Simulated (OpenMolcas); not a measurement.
# A ladder of methods for [BCl2]+ (SMILES Cl[B+]Cl)

The species is [BCl2]+ (3 atoms), meant as a singlet with charge +1. As SMILES, `Cl[B+]Cl`. The shape is that of a GFN2-xTB optimisation.

```xyz
3

Cl   -1.2384    0.7665   -0.5913
B     0.0007    0.0014    0.0006
Cl    1.2376   -0.7678    0.5907
```

Each level gives the energy change with the B2–Cl3 bond stretched from 1.572 to 2.750 Å (eV). The values are calculated.

```tsv
level	kind	program	value (eV)	less FCI/STO-3G
HF/STO-3G (restricted)	Hartree–Fock	OpenMolcas	5.71	+1.46
SVWN5/STO-3G (restricted)	LDA	OpenMolcas	5.40	+1.15
PBE/STO-3G (restricted)	GGA	OpenMolcas	4.96	+0.71
r2SCAN/STO-3G (restricted)	meta-GGA	OpenMolcas	5.20	+0.95
M06-2X/STO-3G (restricted)	hybrid meta-GGA	OpenMolcas	5.38	+1.13
PBE0/STO-3G (restricted)	global hybrid	OpenMolcas	5.33	+1.08
B2PLYP/STO-3G (restricted)	double hybrid	OpenMolcas	5.02	+0.77
MRCI(2,2)/STO-3G	multireference	OpenMolcas	4.22	-0.03
CISD/STO-3G (restricted)	coupled cluster or CI	OpenMolcas	4.50	+0.25
FCI/STO-3G	exact in the basis	OpenMolcas	4.25	0.00
```

FCI/STO-3G is exact within its basis and frozen core, so for wave-function methods in that basis the difference is their error; functionals converge differently with the basis, so for them it is only a difference. Spin-restricted single references rise too steeply as a bond breaks, Hartree–Fock most of all. Perturbation and coupled-cluster corrections on them can overshoot downwards. The first shape isn't each level's own minimum. The values span 4.22 to 5.71 eV. All rows use very small basis sets, so even the best lies far from the true value.
